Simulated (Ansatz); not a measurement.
A displaced shape of singlet MgO:

```yaml
atoms:
  - { symbol: Mg, position_ang: [-0.0087, -0.0404, -0.6710] }
  - { symbol: O, position_ang: [-0.0232, 0.0156, 1.0072] }
```

It was optimised with HF/def2-SVP in Ansatz (development build ahead of 0.2.0) to forces under 0.001 eV/Å, with restricted orbitals. Each step stands on the lowest determinant of that kind that the program's search found.

What shape does it relax to, and how does the optimisation go?

```xyz
2

Mg   -0.0085   -0.0415   -0.7029
O    -0.0235    0.0167    1.0391
```

Bond lengths: Mg1–O2 1.743 Å.

```
step  E − E(start) (eV)  largest force (eV/Å)
   1             0.0000                1.6767
   2            -0.0327                0.9312
   3            -0.0496                0.1217
   4            -0.0500                0.0079
   5            -0.0500                0.0001
```

The optimisation ended after 5 steps with its threshold met. Caution: near this shape an unrestricted determinant lies lower.
